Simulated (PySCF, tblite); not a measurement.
# C₃H₇FN radical: geometry, infrared bands and EPR parameters

Wanted: the infrared bands and EPR parameters of C₃H₇FN radical (`NCC[CH]F`), by calculation.

The runs use tblite 0.8.0 and PySCF 2.14.0, with density-fitted response routines of our own; the level of theory stands in each step. All values are computed, except where a source is named. Atoms are numbered from 0 throughout.

### Step 1. Starting geometry

12 atoms, charge 0, multiplicity 2; geometry from: force field or distance geometry start.

Bonds of the start (Å): N0–C1 1.42, C1–C2 1.52, C2–C3 1.50, C3–F4 1.36, N0–H5 1.03, N0–H6 1.03, C1–H7 1.11, C1–H8 1.13, C2–H9 1.12, C2–H10 1.11, C3–H11 1.12.

### Step 2. Optimising the geometry with GFN2-xTB

Job settings and geometry (Å):

```
{"job": {"kind": "relax", "xc": "GFN2-xTB", "basis": "xTB"}, "charge": 0, "multiplicity": 2}
N     -1.892600    -0.125700    -0.009000
C     -0.562300    -0.132800    -0.500400
C      0.500700     0.247200     0.524700
C      1.889900     0.226000    -0.049000
F      1.937000    -0.158200    -1.351900
H     -2.378200     0.787300     0.024900
H     -2.089500    -0.763000     0.778000
H     -0.464200     0.614900    -1.319500
H     -0.317600    -1.127300    -0.978400
H      0.304900     1.279700     0.903400
H      0.492300    -0.460100     1.376500
H      2.580800    -0.388600     0.574700
```

Command:

```sh
OMP_NUM_THREADS=1 python probes_run.py task.json out
```

The driver reads the jobs from task.json and runs them one after another.

**Question.** This job is followed by: GFN2-xTB harmonic vibrations, gas phase; UKS B3LYP, pcH-1 on C F H N, non-relativistic, mean-field spin-orbit, GIAO. What will the session give for the following? strongest single infrared mode (GFN2-xTB); zero-point energy (GFN2-xTB); g(iso) (B3LYP); ⟨S²⟩; largest a(iso) (averaged by class); surface potential, 1st and 99th percentile.

**Answer**, as computed:

| quantity | value |
| --- | --- |
| strongest single infrared mode (GFN2-xTB) | 934 cm⁻¹, 308 km/mol |
| zero-point energy (GFN2-xTB) | 61.3 kcal/mol |
| g(iso) (B3LYP) | 2.00370 |
| ⟨S²⟩ | 0.753 (exact 0.75) |
| largest a(iso) (averaged by class) | 13C on C3, 182.7 MHz |
| surface potential, 1st and 99th percentile | -1.67 V and 1.50 V |

**Reading.** Relaxing lowered the energy by 0.478 eV in 89 steps; the close pair that moved most is C1–C2, from 1.525 to 1.571 Å. All 30 modes are real, so the xTB geometry is a minimum. The strongest single mode, at 934 cm⁻¹, is carried by C1, C2, H5, N0. GFN2-xTB is a fitted tight-binding method: band positions and strengths are rough. Its intensities can rank the bands wrongly. Most of the unpaired spin sits on C3 (0.93 e). The isotropic g lies 1.4 ppt above the free-electron value.
